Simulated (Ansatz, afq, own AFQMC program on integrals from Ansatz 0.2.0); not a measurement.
**PN+ (doublet): AFQMC on the coupled-cluster ladder, 6-31G**

How near does AFQMC come to the top of the ladder for PN+ (doublet)?

Method: 6-31G, frozen cores; program: Ansatz 0.2.0, Gaussian basis, and an in-house AFQMC program (afq) on its integrals; all values are calculated.

The runs, in order: Full CI; PBE (unrestricted); r2SCAN (unrestricted); PBE0 (unrestricted); B3LYP (unrestricted); wB97M-V (unrestricted); B2PLYP (unrestricted); CCSD(T) on UHF; Full CI; Full CI (quartet); CCSDT(Q) on UHF; CCSDTQ on UHF; CCSD(T) on UHF; Phaseless AFQMC, CISD trial on UHF; Phaseless AFQMC, single-determinant trial on UHF; Free-projection AFQMC, CISD trial on UHF; CCSD(T) on ROHF; Full CI; CCSDT(Q) on ROHF; CCSDTQ on ROHF; Phaseless AFQMC, CISD trial on ROHF; Phaseless AFQMC, single-determinant trial on ROHF; Free-projection AFQMC, CISD trial on ROHF.

2 further runs of the same task are left out: 2 that didn't finish.

### Step 1. The geometry

The geometry is a PBE0/def2-TZVP stationary point (not a proven minimum) of the parent state, kept for this charge and spin.

2 atoms, charge 1, spin multiplicity 2.

Atoms are counted from 1 here; the program's logs count them from 0.

Bond lengths: N1–P2 1.479 Å.

### Step 2. Full CI

in.yaml

```yaml
crystal:
  periodic: [false, false, false]
  atoms:
    - {symbol: N, position_ang: [0.000000, 0.000000, 0.000000]}
    - {symbol: P, position_ang: [0.000000, 0.000000, 1.479400]}
basis:
  gaussian: {orbitals: 6-31G}
total_charge: 1
magnetization: {spin_polarized: false, initial_magnetization: 1}
correlation: {method: fci, electrons: outside_noble_gas}
```

Started as:

```
$ ansatz run in.yaml --threads 1 --pin off --events-out ev --progress --plain --max-ram 1843MiB
```

The program printed, shortened:

```text
Functional definition: HF
  name "HF"
  cite "Fock, Z. Phys. 61, 126 (1930) doi:10.1007/BF01340294"
  parent pbe
[...]
457 factors; integrals over basis functions are off by at most 4.2e-8 eV
[...]
mean field -10738.55089569 eV, -394.6344665654 hartree, gradient 2.8e-6 eV, S^2 0.750000; 9 other end points of the search recorded, 0 dependent functions left out
[...]
determinant -10738.55089569 eV, -394.6344665654 hartree, with singles and doubles -10743.98800486 eV, -394.8342766421 hartree
determinant -10738.29634968 eV, -394.6251121719 hartree, with singles and doubles -10742.74545662 eV, -394.7886138362 hartree
unrestricted determinant -10739.57097298 eV, -394.6719537143 hartree, S^2 1.5836
6 core orbitals not correlated: weight in the atoms' cores, before any rotation towards them, 1.000 or more for the frozen orbitals, at most 0.000 for the correlated occupied ones
reference -10738.55089569 eV, -394.6344665654 hartree; 5, 4 occupied and 11, 12 virtual orbitals, 457 factors
state -10744.30908270 eV, -394.8460760350 hartree
Total energy: -10744.30908270 eV, -394.8460760350 hartree
```

Wall time 22 s (1 thread of Arm Neoverse V2, shared host); peak memory 0.27 GiB.

From the report: 1,989,600 determinants, symmetry A1.

### Step 3. PBE (unrestricted)

in.yaml

```yaml
crystal:
  periodic: [false, false, false]
  atoms:
    - {symbol: N, position_ang: [0.000000, 0.000000, 0.000000]}
    - {symbol: P, position_ang: [0.000000, 0.000000, 1.479400]}
basis:
  gaussian: {orbitals: 6-31G}
total_charge: 1
magnetization: {spin_polarized: true, initial_magnetization: 1}
hamiltonian: {xc: {name: PBE}}
output: {orbitals: {seedname: orbitals}}
```

Same command.

The program printed, shortened:

```text
Functional definition: PBE
  name "PBE"
  cite "Perdew, Burke & Ernzerhof, Phys. Rev. Lett. 77, 3865 (1996) doi:10.1103/PhysRevLett.77.3865"
  parent pbe
[...]
272 factors; integrals over basis functions are off by at most 1.1e-4 eV
[...]
mean field -10757.69045167 eV, -395.3378322744 hartree, gradient 5.6e-5 eV, S^2 0.762466; 4 other end points of the search recorded, 0 dependent functions left out
reference -10757.69047226 eV, -395.3378330311 hartree; 11, 10 occupied and 11, 12 virtual orbitals, 272 factors
Total energy: -10757.69047226 eV, -395.3378330311 hartree
```

It took 0.78 s on 1 thread of Arm Neoverse V2, shared host.

From the report: ⟨S²⟩ of the determinant 0.762 (pure doublet: 0.75).

### Step 4. r2SCAN (unrestricted)

Changes to in.yaml since step 3:

```diff
@@ -9,3 +9,2 @@
 magnetization: {spin_polarized: true, initial_magnetization: 1}
-hamiltonian: {xc: {name: PBE}}
-output: {orbitals: {seedname: orbitals}}
+hamiltonian: {xc: {name: r2SCAN}}
```

The command is unchanged.

The program printed, shortened:

```text
Functional definition: r2SCAN
  name "r2SCAN"
  cite "Furness, Kaplan, Ning, Perdew & Sun, J. Phys. Chem. Lett. 11, 8208 (2020) doi:10.1021/acs.jpclett.0c02405"
  cite "Furness, Kaplan, Ning, Perdew & Sun, J. Phys. Chem. Lett. 11, 9248 (2020) doi:10.1021/acs.jpclett.0c03077"
  parent r2scan
[...]
272 factors; integrals over basis functions are off by at most 1.1e-4 eV
[...]
mean field -10761.87601893 eV, -395.4916490342 hartree, gradient 2.2e-5 eV, S^2 0.789906; 1 other end points of the search recorded, 0 dependent functions left out
reference -10761.87602579 eV, -395.4916492861 hartree; 11, 10 occupied and 11, 12 virtual orbitals, 272 factors
Total energy: -10761.87602579 eV, -395.4916492861 hartree
```

It took 1.3 s on 1 thread of Arm Neoverse V2, shared host.

From the report: ⟨S²⟩ of the determinant 0.790 (pure doublet: 0.75).

### Step 5. PBE0 (unrestricted)

Changes to in.yaml since step 4:

```diff
@@ -9,2 +9,3 @@
 magnetization: {spin_polarized: true, initial_magnetization: 1}
-hamiltonian: {xc: {name: r2SCAN}}
+hamiltonian: {xc: {name: PBE0}}
+output: {orbitals: {seedname: orbitals}}
```

The command is unchanged.

The program printed, shortened:

```text
Functional definition: PBE0
  name "PBE0"
  cite "Adamo & Barone, J. Chem. Phys. 110, 6158 (1999) doi:10.1063/1.478522"
  cite "Perdew, Burke & Ernzerhof, Phys. Rev. Lett. 77, 3865 (1996) doi:10.1103/PhysRevLett.77.3865"
  parent pbe
[...]
272 factors; integrals over basis functions are off by at most 1.1e-4 eV
[...]
mean field -10757.89870793 eV, -395.3454855509 hartree, gradient 2.2e-5 eV, S^2 0.800796; 1 other end points of the search recorded, 0 dependent functions left out
reference -10757.89872352 eV, -395.3454861237 hartree; 11, 10 occupied and 11, 12 virtual orbitals, 272 factors
Total energy: -10757.89872352 eV, -395.3454861237 hartree
```

Run time: 0.54 s. Hardware: 1 thread of Arm Neoverse V2, shared host.

From the report: ⟨S²⟩ of the determinant 0.801 (pure doublet: 0.75).

### Step 6. B3LYP (unrestricted)

Changes to in.yaml since step 5:

```diff
@@ -9,3 +9,2 @@
 magnetization: {spin_polarized: true, initial_magnetization: 1}
-hamiltonian: {xc: {name: PBE0}}
-output: {orbitals: {seedname: orbitals}}
+hamiltonian: {xc: {name: B3LYP}}
```

Same command.

The program printed, shortened:

```text
Functional definition: B3LYP
  name "B3LYP"
  cite "Stephens, Devlin, Chabalowski & Frisch, J. Phys. Chem. 98, 11623 (1994) doi:10.1021/j100096a001"
  cite "Becke, Phys. Rev. A 38, 3098 (1988) doi:10.1103/PhysRevA.38.3098"
  cite "Lee, Yang & Parr, Phys. Rev. B 37, 785 (1988) doi:10.1103/PhysRevB.37.785"
  cite "Vosko, Wilk & Nusair, Can. J. Phys. 58, 1200 (1980) doi:10.1139/p80-159"
[...]
272 factors; integrals over basis functions are off by at most 1.1e-4 eV
[...]
mean field -10763.77777534 eV, -395.5615372931 hartree, gradient 2.1e-5 eV, S^2 0.782801; 1 other end points of the search recorded, 0 dependent functions left out
reference -10763.77792083 eV, -395.5615426397 hartree; 11, 10 occupied and 11, 12 virtual orbitals, 272 factors
Total energy: -10763.77792083 eV, -395.5615426397 hartree
```

Wall time 0.54 s (1 thread of Arm Neoverse V2, shared host).

From the report: ⟨S²⟩ of the determinant 0.783 (pure doublet: 0.75).

### Step 7. wB97M-V (unrestricted)

Changes to in.yaml since step 6:

```diff
@@ -9,2 +9,3 @@
 magnetization: {spin_polarized: true, initial_magnetization: 1}
-hamiltonian: {xc: {name: B3LYP}}
+hamiltonian: {xc: {name: wB97M-V}}
+output: {orbitals: {seedname: orbitals}}
```

The command is unchanged.

The program printed, shortened:

```text
Functional definition: wB97M-V
  name "wB97M-V"
  cite "Mardirossian & Head-Gordon, J. Chem. Phys. 144, 214110 (2016) doi:10.1063/1.4952647"
  cite "Becke, J. Chem. Phys. 107, 8554 (1997) doi:10.1063/1.475007"
  cite "Vydrov & Van Voorhis, J. Chem. Phys. 133, 244103 (2010) doi:10.1063/1.3521275"
  # Of w^i u^j: cxij and so on, Table III.
[...]
  gx(w, u) = 1 - cx + cx01*u + cx10*w
[...]
272 factors; integrals over basis functions are off by at most 1.1e-4 eV
93 factors; integrals over basis functions are off by at most 3.3e-6 eV
[...]
mean field -10762.37517014 eV, -395.5099925026 hartree, gradient 6.7e-6 eV, S^2 0.788844; 1 other end points of the search recorded, 0 dependent functions left out
reference -10762.37519543 eV, -395.5099934322 hartree; 11, 10 occupied and 11, 12 virtual orbitals, 272 factors
Total energy: -10762.37519543 eV, -395.5099934322 hartree
```

Run time: 2.9 s. Hardware: 1 thread of Arm Neoverse V2, shared host.

From the report: ⟨S²⟩ of the determinant 0.789 (pure doublet: 0.75).

### Step 8. B2PLYP (unrestricted)

Changes to in.yaml since step 7:

```diff
@@ -9,3 +9,3 @@
 magnetization: {spin_polarized: true, initial_magnetization: 1}
-hamiltonian: {xc: {name: wB97M-V}}
-output: {orbitals: {seedname: orbitals}}
+hamiltonian: {xc: {name: B2PLYP}}
+correlation: {electrons: outside_noble_gas}
```

The command is unchanged.

The program printed, shortened:

```text
Functional definition: B2PLYP
  name "B2PLYP"
  cite "Grimme, J. Chem. Phys. 124, 034108 (2006) doi:10.1063/1.2148954"
  cite "Becke, Phys. Rev. A 38, 3098 (1988) doi:10.1103/PhysRevA.38.3098"
  cite "Lee, Yang & Parr, Phys. Rev. B 37, 785 (1988) doi:10.1103/PhysRevB.37.785"
[...]
272 factors; integrals over basis functions are off by at most 1.1e-4 eV
[...]
mean field -10756.16009726 eV, -395.2815927872 hartree, gradient 8.6e-6 eV, S^2 0.982293; 6 other end points of the search recorded, 0 dependent functions left out
6 core orbitals not correlated: weight in the atoms' cores, before any rotation towards them, 1.000 or more for the frozen orbitals, at most 0.000 for the correlated occupied ones
reference -10756.16019006 eV, -395.2815961974 hartree; 5, 4 occupied and 11, 12 virtual orbitals, 272 factors
second order -6.40081682 eV of doubles, -0.00000000 eV of singles
Total energy: -10757.88841060 eV, -395.3451071309 hartree
```

Run time: 1.7 s. Hardware: 1 thread of Arm Neoverse V2, shared host.

From the report: ⟨S²⟩ of the determinant 0.982 (pure doublet: 0.75).

### Step 9. CCSD(T) on UHF

Changes to in.yaml since step 8:

```diff
@@ -9,3 +9,2 @@
 magnetization: {spin_polarized: true, initial_magnetization: 1}
-hamiltonian: {xc: {name: B2PLYP}}
-correlation: {electrons: outside_noble_gas}
+correlation: {method: ccsd_t, electrons: outside_noble_gas, hamiltonian_folder: ham}
```

Same command.

The program printed, shortened:

```text
Functional definition: HF
  name "HF"
  cite "Fock, Z. Phys. 61, 126 (1930) doi:10.1007/BF01340294"
  parent pbe
[...]
272 factors; integrals over basis functions are off by at most 1.1e-4 eV
[...]
mean field -10739.57082492 eV, -394.6719482732 hartree, gradient 2.8e-6 eV, S^2 1.583651; 8 other end points of the search recorded, 0 dependent functions left out
determinant -10739.57082492 eV, -394.6719482732 hartree, with singles and doubles -10743.96346823 eV, -394.8333749373 hartree
[...]
second order -3.02279788 eV of doubles, -0.00000000 eV of singles
cycle   1  -4.39820253 eV  change   -5.6e-3 eV  update   6.1e-3
[...]
cycle  10  -4.43422206 eV  change   -6.9e-6 eV  update   2.6e-6
perturbative correction -0.15648507 eV, -0.0057507202 hartree
WARN: the results are in doubt because among natural orbitals full CI differs from the method by -0.096 eV
Total energy: -10744.16153205 eV, -394.8406536484 hartree
In doubt: among natural orbitals full CI differs from the method by -0.096 eV
```

Run time: 1.5 s. Hardware: 1 thread of Arm Neoverse V2, shared host.

From the report: ⟨S²⟩ of the determinant 1.584 (pure doublet: 0.75); correlation -4.5907 eV; T1 0.110; largest double amplitude 0.15. The determinant is far from a pure spin state, so its energy mixes those of several spin states (harmless only where they are near-degenerate, as at dissociation). Mind the lines of doubt at the end of the log.

This run also writes the integrals to the folder ham.

### Step 10. Full CI

in.yaml

```yaml
hamiltonian:
  integrals:
    folder: ../ham
correlation: {method: fci}
```

The command is unchanged.

The program printed:

```text
Functional definition: HF
  name "HF"
  cite "Fock, Z. Phys. 61, 126 (1930) doi:10.1007/BF01340294"
  parent pbe
  exchange = exact_x
  correlation = 0
reference -10739.57082492 eV, -394.6719482732 hartree; 5, 4 occupied and 11, 12 virtual orbitals, 272 factors
state -10744.30861085 eV, -394.8460586949 hartree
Total energy: -10744.30861085 eV, -394.8460586949 hartree
```

Wall time 28 s (1 thread of Arm Neoverse V2, shared host); peak memory 0.26 GiB.

From the report: 1,989,600 determinants.

### Step 11. Full CI (quartet)

in.yaml

```yaml
crystal:
  periodic: [false, false, false]
  atoms:
    - {symbol: N, position_ang: [0.000000, 0.000000, 0.000000]}
    - {symbol: P, position_ang: [0.000000, 0.000000, 1.479400]}
basis:
  gaussian: {orbitals: 6-31G}
total_charge: 1
magnetization: {spin_polarized: false, initial_magnetization: 3}
correlation: {method: fci, electrons: outside_noble_gas}
```

Launched as before.

The program printed, shortened:

```text
Functional definition: HF
  name "HF"
  cite "Fock, Z. Phys. 61, 126 (1930) doi:10.1007/BF01340294"
  parent pbe
[...]
458 factors; integrals over basis functions are off by at most 3.5e-8 eV
[...]
mean field -10736.38232260 eV, -394.5547729742 hartree, gradient 1.4e-6 eV, S^2 3.750000; 17 other end points of the search recorded, 0 dependent functions left out
[...]
determinant -10735.71432101 eV, -394.5302243687 hartree, with singles and doubles -10738.99234201 eV, -394.6506894186 hartree
6 core orbitals not correlated: weight in the atoms' cores, before any rotation towards them, 1.000 or more for the frozen orbitals, at most 0.000 for the correlated occupied ones
reference -10736.38232260 eV, -394.5547729742 hartree; 6, 3 occupied and 10, 13 virtual orbitals, 458 factors
state -10740.54671949 eV, -394.7078117370 hartree
Total energy: -10740.54671949 eV, -394.7078117370 hartree
```

Wall time 16 s (1 thread of Arm Neoverse V2, shared host).

From the report: 1,120,064 determinants, symmetry A1.

### Step 12. CCSDT(Q) on UHF

Changes to in.yaml since step 11:

```diff
@@ -8,3 +8,3 @@
 total_charge: 1
-magnetization: {spin_polarized: false, initial_magnetization: 3}
-correlation: {method: fci, electrons: outside_noble_gas}
+magnetization: {spin_polarized: true, initial_magnetization: 1}
+correlation: {method: ccsdt_q, electrons: outside_noble_gas}
```

Same command.

The program printed, shortened:

```text
Functional definition: HF
  name "HF"
  cite "Fock, Z. Phys. 61, 126 (1930) doi:10.1007/BF01340294"
  parent pbe
[...]
457 factors; integrals over basis functions are off by at most 4.2e-8 eV
[...]
mean field -10739.57097298 eV, -394.6719537144 hartree, gradient 2.8e-6 eV, S^2 1.583641; 9 other end points of the search recorded, 0 dependent functions left out
[...]
reference -10739.57097298 eV, -394.6719537144 hartree; 5, 4 occupied and 11, 12 virtual orbitals, 457 factors
second order -3.02282424 eV of doubles, -0.00000000 eV of singles
cycle   1  -3.20670108 eV  change   -1.8e-1 eV  update   1.3e-1
[...]
cycle  23  -4.66470839 eV  change    2.0e-7 eV  update   1.6e-7
perturbative correction -0.05658470 eV, -0.0020794494 hartree
Total energy: -10744.29226607 eV, -394.8454580351 hartree
```

It took 4.3 s on 1 thread of Arm Neoverse V2, shared host.

From the report: ⟨S²⟩ of the determinant 1.584 (pure doublet: 0.75); correlation -4.7213 eV; T1 0.114; largest double amplitude 0.16. The determinant is far from a pure spin state, so its energy mixes those of several spin states (harmless only where they are near-degenerate, as at dissociation).

### Step 13. CCSDTQ on UHF

Changes to in.yaml since step 12:

```diff
@@ -9,2 +9,2 @@
 magnetization: {spin_polarized: true, initial_magnetization: 1}
-correlation: {method: ccsdt_q, electrons: outside_noble_gas}
+correlation: {method: ccsdtq, electrons: outside_noble_gas}
```

Same command.

The program printed, shortened:

```text
Functional definition: HF
  name "HF"
  cite "Fock, Z. Phys. 61, 126 (1930) doi:10.1007/BF01340294"
  parent pbe
[...]
457 factors; integrals over basis functions are off by at most 4.2e-8 eV
[...]
mean field -10739.57097298 eV, -394.6719537144 hartree, gradient 2.8e-6 eV, S^2 1.583641; 9 other end points of the search recorded, 0 dependent functions left out
[...]
6 core orbitals not correlated: weight in the atoms' cores, before any rotation towards them, 1.000 or more for the frozen orbitals, at most 0.000 for the correlated occupied ones
reference -10739.57097298 eV, -394.6719537144 hartree; 5, 4 occupied and 11, 12 virtual orbitals, 457 factors
second order -3.02282424 eV of doubles, -0.00000000 eV of singles
cycle   1  -3.20670108 eV  change   -1.8e-1 eV  update   1.3e-1
[...]
cycle  24  -4.72659891 eV  change   -3.1e-7 eV  update   5.3e-7
Total energy: -10744.29757189 eV, -394.8456530207 hartree
```

Run time: 29 s. Hardware: 1 thread of Arm Neoverse V2, shared host; peak memory 0.3 GiB.

From the report: ⟨S²⟩ of the determinant 1.584 (pure doublet: 0.75); correlation -4.7266 eV; T1 0.117; largest double amplitude 0.17. The determinant is far from a pure spin state, so its energy mixes those of several spin states (harmless only where they are near-degenerate, as at dissociation).

### Step 14. CCSD(T) on UHF

in.yaml

```yaml
crystal:
  periodic: [false, false, false]
  atoms:
    - {symbol: N, position_ang: [0.000000, 0.000000, 0.000000]}
    - {symbol: P, position_ang: [0.000000, 0.000000, 1.479400]}
basis:
  gaussian: {orbitals: def2-TZVPP}
total_charge: 1
magnetization: {spin_polarized: true, initial_magnetization: 1}
correlation: {method: ccsd_t, electrons: outside_noble_gas}
```

Launched as before.

The program printed, shortened:

```text
Functional definition: HF
  name "HF"
  cite "Fock, Z. Phys. 61, 126 (1930) doi:10.1007/BF01340294"
  parent pbe
[...]
447 factors; integrals over basis functions are off by at most 1.1e-3 eV
[...]
mean field -10743.15970481 eV, -394.8038371767 hartree, gradient 1.5e-6 eV, S^2 1.418933; 12 other end points of the search recorded, 0 dependent functions left out
[...]
6 core orbitals not correlated: weight in the atoms' cores, before any rotation towards them, 1.000 or more for the frozen orbitals, at most 0.000 for the correlated occupied ones
reference -10743.15970481 eV, -394.8038371767 hartree; 5, 4 occupied and 62, 63 virtual orbitals, 447 factors
second order -6.48554793 eV of doubles, -0.00000000 eV of singles
cycle   1  -7.86071129 eV  change   -4.6e-7 eV  update   3.8e-6
perturbative correction -0.49135777 eV, -0.0180570650 hartree
Total energy: -10751.51177387 eV, -395.1107700534 hartree
```

Wall time 18 s (1 thread of Arm Neoverse V2, shared host); peak memory 0.25 GiB.

From the report: ⟨S²⟩ of the determinant 1.419 (pure doublet: 0.75); correlation -8.3521 eV; T1 0.092; largest double amplitude 0.10. The determinant is far from a pure spin state, so its energy mixes those of several spin states (harmless only where they are near-degenerate, as at dissociation).

### Step 15. Phaseless AFQMC, CISD trial on UHF

It reads the integrals that the CCSD(T) run on this determinant wrote.

Started as:

```
$ afq ham --method phaseless --trial cisd --walkers 190 --populations 1 --least-time 40 --time-step 0.005 --steps-per-block 50 --equilibration-blocks 28 --max-blocks 300 --target-error 0.00036 --factor-cut 1e-05 --start spin_pure --seed 7165 --release-times 0.24,0.51,0.99,1.62,2.4 --release-step 0.03 --release-every 4 --taylor-order 6
```

The program printed:

```text
orbitals 16  electrons 5 4  factors 92 of 272
reference energy -394.67194827 Eh
CCSD correlation -0.16295444 Eh in 16 cycles, weight of the determinant in the CISD state 0.6876
energy of the start -394.801013 Eh
 block  time / (1/Eh)  mean weight  energy / Eh
     1     0.250  1.0009  -394.815515
     2     0.500  1.0000  -394.821916
     3     0.750  0.9994  -394.826557
     4     1.000  1.0002  -394.832781
     5     1.250  1.0005  -394.835283
     6     1.500  1.0002  -394.836313
     7     1.750  0.9991  -394.833653
     8     2.000  0.9990  -394.834366
     9     2.250  0.9988  -394.836495
    10     2.500  1.0011  -394.839746
    17     4.250  1.0003  -394.840577
    25     6.250  1.0012  -394.851904
    33     8.250  0.9998  -394.835893
    41    10.250  1.0000  -394.841105
    49    12.250  1.0002  -394.847625
    57    14.250  0.9997  -394.837259
    65    16.250  0.9984  -394.840029
    73    18.250  1.0003  -394.851119
    81    20.250  1.0006  -394.833800
    89    22.250  0.9986  -394.838568
    97    24.250  0.9997  -394.833886
   105    26.250  1.0004  -394.831273
   113    28.250  1.0011  -394.848588
   121    30.250  1.0007  -394.841262
   129    32.250  1.0002  -394.843915
   137    34.250  1.0006  -394.839368
   145    36.250  0.9990  -394.845419
   153    38.250  1.0007  -394.840900
   161    40.250  0.9997  -394.834496
   169    42.250  0.9994  -394.838733
   177    44.250  1.0000  -394.842680
   185    46.250  1.0002  -394.841533
   193    48.250  0.9987  -394.837929
   201    50.250  0.9993  -394.841796
   209    52.250  0.9997  -394.850483
   217    54.250  0.9994  -394.837263
   225    56.250  0.9999  -394.842165
   233    58.250  1.0007  -394.847036
   241    60.250  0.9993  -394.844745
   249    62.250  1.0006  -394.837002
   257    64.250  0.9999  -394.837917
   265    66.250  1.0009  -394.845046
   273    68.250  0.9988  -394.840576
   281    70.250  1.0012  -394.848297
   289    72.250  0.9999  -394.843739
   297    74.250  1.0005  -394.854329
   305    76.250  1.0004  -394.849089
   313    78.250  1.0004  -394.839943
   321    80.250  1.0002  -394.840703
blocks merged  error / Eh  count
     1  0.000325  300
     2  0.000402  150
     4  0.000475  75
     8  0.000566  37
    16  0.000627  18
    32  0.000508  9
released: time / (1/Eh)  energy / Eh  error  mean overlap
  0.24  -394.843826  0.000772  1.0001
  0.51  -394.845348  0.000641  0.9960
  0.99  -394.845708  0.000570  0.9999
  1.62  -394.845120  0.000513  0.9994
  2.40  -394.844701  0.000674  1.0072
energy -394.842474 +/- 0.000627 Eh
```

Wall time 3 min (1 thread of Arm Neoverse V2, shared host).

Energy -10744.2111 ± 0.0171 eV. Caveats: constraint bias not in the error; error above the target; large difference.

[end of part 1 of 2]
